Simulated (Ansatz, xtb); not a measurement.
# A geometry optimisation of HN2 with r2SCAN-D4/def2-SVP

The starting geometry of this gas-phase doublet has its atoms placed at random.

```xyz
3

N    -1.4646   -0.7924    0.3963
N     0.3278   -1.2461    0.5047
H    -0.6687   -0.7905   -0.4666
```

**Question.** One run relaxed it with r2SCAN-D4/def2-SVP. What is a likely outcome?

**Answer.** It ends as `[N]=N`. Contacts that close: N1–N2 (1.85 → 1.17 Å).

The energy falls by 5.71 eV over 8 steps:

```json
{"step": "1", "E − E(last) (eV)": "5.708"}
{"step": "2", "E − E(last) (eV)": "3.665"}
{"step": "3", "E − E(last) (eV)": "0.840"}
{"step": "4", "E − E(last) (eV)": "0.639"}
{"step": "5", "E − E(last) (eV)": "0.063"}
{"step": "6", "E − E(last) (eV)": "0.023"}
{"step": "7", "E − E(last) (eV)": "0.000"}
{"step": "8", "E − E(last) (eV)": "0.000"}
```

Final geometry (Å):

```xyz
3

N    -0.9372   -0.9069    0.3432
N     0.0920   -1.2535    0.7909
H    -0.9603   -0.6686   -0.6997
```

From the same start GFN2-xTB reaches the same bonding as this run.

From so rough a start the end depends on the optimiser's path, so another program may land elsewhere. The end wasn't checked by frequencies. Open shells are spin-unrestricted. Run with Ansatz 0.2.0, 14 s on 1 thread of Arm Neoverse V1, on a shared host.
